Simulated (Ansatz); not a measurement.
Born–Oppenheimer molecular dynamics of BClH2 (4 atoms, charge 0, multiplicity 1). It goes on from the last frame of an earlier run, with new velocities.

The calculation used RKS B3LYP/def2-SVP in Ansatz 0.2.0.

```
ensemble        : NVT, Langevin thermostat
time step       : 0.5 fs
steps asked     : 266
set temperature : 700 K
friction        : 0.05 /fs
seed            : 435522
```

First frame:

```xyz
4
Properties=species:S:1:pos:R:3
B -0.087 0.006 -0.053
Cl 1.368 -0.397 0.724
H -1.188 -0.521 0.178
H -0.030 0.953 -0.965
```

Task: How far do the bonds stretch over the last three quarters of this one trajectory? (Pairs bonded in most of those frames.)

Result: 
```csv
bond,mean (Å),spread (Å),shortest,longest
B1–Cl2,1.756,0.053,1.67,1.86
B1–H3,1.205,0.043,1.11,1.31
B1–H4,1.214,0.073,1.07,1.38
```

Mean temperature of the second half: 699 K. A run of 0.13 ps of so small a system gives no equilibrium averages.

The run took 3 min on 1 thread of Arm Neoverse V1, on a shared host, peak memory 0.08 GiB.
